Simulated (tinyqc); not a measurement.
Stretching all distances: RHF, UHF, MP2, CISD and CCSD against full CI in the sto-6g basis, for BH3, spin multiplicity 1. Computed by the program tinyqc with PySCF. All coordinates are multiplied by the scale. c0^2 is the weight of the RHF determinant in the lowest singlet FCI state (UHF is spin-contaminated and may lie near states of higher spin) and n(LUMO) the first natural occupation beyond the occupied space.

Geometry (angstrom):
```
atom        x        y       z
B      0.0000   0.0000  0.0300
H      1.1330   0.0000  0.0000
H     -0.5660   0.9810  0.0000
H     -0.5660  -0.9810  0.0000
```

Full CI energy (hartree) and errors against it (kcal/mol):
```
scale   distance 1-2 (angstrom)      E(FCI)       RHF      UHF      MP2     CISD    CCSD  <S^2> UHF    c0^2  n(LUMO)
0.8800                   0.9974  -26.308612   24.7696  24.7696   7.0150   0.4198  0.1374     0.0000  0.9806   0.0108
1.1100                   1.2581  -26.373043   38.0638  38.0638  12.3543   1.1643  0.2996     0.0000  0.9604   0.0273
1.3500                   1.5301  -26.254607   61.0509  61.0509  22.1755   3.7121  0.9522     0.0000  0.9134   0.0712
1.5800                   1.7908  -26.106451   94.4209  89.5038  37.5632  10.4895  3.2145     0.6161  0.8236   0.1706
1.8100                   2.0514  -25.983015  140.4942  73.5423  60.5230  25.2422  9.8685     1.6665  0.6703   0.3767
```

What does the comparison show, and why?

UHF parts from RHF first at scale 1.58 of those listed, where <S^2> leaves zero. The weight c0^2 goes from 0.98 to 0.67 and n(LUMO) from 0.01 to 0.38: static correlation grows as the bonds break into open-shell fragments. The spread of the error along the curve, which distorts its shape, is CCSD 9.7, CISD 24.8, MP2 53.5, UHF 64.7, RHF 115.7 kcal/mol. The table stops here: at scale 2.05 and beyond, the reference weight falls under 0.45 or RHF, UHF or CCSD hop between solutions, so those rows were left out and the spreads given cover only the rows shown. As computed, partly on other solutions, the errors there reach in size RHF 253, UHF 48, MP2 102, CISD 77, CCSD 45 kcal/mol.
